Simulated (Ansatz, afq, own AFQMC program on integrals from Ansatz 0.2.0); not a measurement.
Integrals from Ansatz 0.2.0, then the random walk in our own AFQMC program (afq).

```yaml
crystal:
  periodic: [false, false, false]
  atoms:
    - {symbol: O, position_ang: [0.000000, 0.000000, 0.000000]}
basis:
  gaussian: {orbitals: aug-cc-pVTZ}
total_charge: -1
magnetization: {spin_polarized: true, initial_magnetization: 1}
correlation: {method: ccsd_t, electrons: outside_noble_gas, hamiltonian_folder: ham}
```

```sh
$ ansatz run in.yaml --threads 1 --pin off --events-out ev --progress --plain --max-ram 15360MiB --backend cuda --devices 0, --max-vram 18GiB
```

afq runs on the folder ham with

```
--method free --trial cisd --walkers 4000 --time-step 0.03 --max-blocks 4000 --target-error 0.00032 --factor-cut 1e-05 --seed 8293 --times 0,0.3,0.6,1.2,1.8,2.4,3.6,4.8,6 --taylor-order 8
```

Times are imaginary, in 1/Eh. The walk had a cap of 69 s.

Output of the walk:

```
orbitals 45  electrons 4 3  factors 279 of 279
reference energy -74.79221788 Eh
CCSD correlation -0.22684196 Eh in 13 cycles, weight of the determinant in the CISD state 0.9290
repeat  energy at the last time / Eh  error
    10  -75.029364  0.000435
    20  -75.028895  0.000298
    30  -75.028643  0.000233
time / (1/Eh)  energy / Eh  error  mean overlap
  0.00  -75.019084  0.000031  1.0766
  0.30  -75.025716  0.000049  1.0747
  0.60  -75.027086  0.000057  1.0743
  1.20  -75.028047  0.000072  1.0744
  1.80  -75.028342  0.000076  1.0745
  2.40  -75.028513  0.000076  1.0718
  3.60  -75.028865  0.000146  1.0696
  4.80  -75.028625  0.000180  1.0713
  6.00  -75.028633  0.000225  1.0707
energy -75.028633 +/- 0.000225 Eh
```

The run passed its tests (error under three times the target), which doesn't prove that it has relaxed.

Against this walk (error 6.1 meV) on the same determinant: CCSD(T) 20.5 meV higher, CCSDT(Q) 9.0 meV lower (within the noise). The error is statistical, and a free projection of finite length keeps a remainder of its start.

Cautions: remainder of the start not in the error.

The walk took 41 s on 1 × NVIDIA H100 80GB HBM3 with 2 threads of AMD EPYC 7R13 Processor (Zen 3), on a shared host (the card was shared). The log's last line is the free-projection energy.

CCSDT and higher add their correlation energy to the determinant of the CCSD(T) run, since their own runs factorise the integrals more tightly (a shift of under 2 meV). A walk keeps the symmetry of its determinant, which the program's search chose and which needn't be the lowest solution, so a lower state of the same spin and another symmetry isn't excluded.
